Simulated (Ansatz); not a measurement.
A run of Ansatz (development build ahead of 0.2.0) on doublet C3H8(+) at this shape:

```xyz
11

C     1.1446   -0.6151    0.1414
C     0.0989    0.4848    0.2948
C    -1.2138    0.1757   -0.4180
H     2.0691   -0.3599    0.6633
H     0.7844   -1.5629    0.5492
H     1.3923   -0.7815   -0.9099
H     0.5050    1.4259   -0.0876
H    -0.0974    0.6515    1.3580
H    -1.9370    0.9831   -0.2866
H    -1.0586    0.0408   -1.4914
H    -1.6668   -0.7412   -0.0326
```

Its results:

- Converged: yes
- Total energy: -117.76051 hartree
- Spin squared of the determinant: 0.766
- Stability test: minimum

Forces (eV/Å):
| atom | Fx | Fy | Fz |
| --- | --- | --- | --- |
| C1 | -1.813 | -3.164 | -2.450 |
| C2 | 5.292 | 4.197 | 4.455 |
| C3 | -4.469 | -3.805 | -3.903 |
| H4 | -0.020 | 1.355 | 0.717 |
| H5 | 0.193 | 0.106 | 0.014 |
| H6 | 0.123 | 0.016 | 0.182 |
| H7 | -0.593 | -0.007 | -0.205 |
| H8 | -0.566 | 0.026 | -0.268 |
| H9 | 0.939 | 1.182 | 1.025 |
| H10 | 0.442 | 0.030 | 0.250 |
| H11 | 0.471 | 0.066 | 0.182 |

(1) Which input gives this output? Name the method, the orbitals and the basis set, and write the input.

Answers

(1) UHF in def2-SVP.

```yaml
crystal:
  periodic: [false, false, false]
  atoms:
    - { symbol: C, position_ang: [1.14462, -0.61508, 0.14145] }
    - { symbol: C, position_ang: [0.09889, 0.48483, 0.29481] }
    - { symbol: C, position_ang: [-1.2138, 0.17566, -0.41803] }
    - { symbol: H, position_ang: [2.06912, -0.35986, 0.66331] }
    - { symbol: H, position_ang: [0.78438, -1.56291, 0.54924] }
    - { symbol: H, position_ang: [1.39233, -0.78154, -0.90992] }
    - { symbol: H, position_ang: [0.50501, 1.42585, -0.0876] }
    - { symbol: H, position_ang: [-0.0974, 0.65148, 1.358] }
    - { symbol: H, position_ang: [-1.937, 0.98309, -0.2866] }
    - { symbol: H, position_ang: [-1.05859, 0.04079, -1.49144] }
    - { symbol: H, position_ang: [-1.66679, -0.74124, -0.03259] }
basis:
  gaussian: { orbitals: def2-SVP }
total_charge: 1
magnetization:
  spin_polarized: true
  initial_magnetization: 1
hamiltonian:
  xc: hf
output:
  forces: true
```

Caution: the determinant breaks the point group.
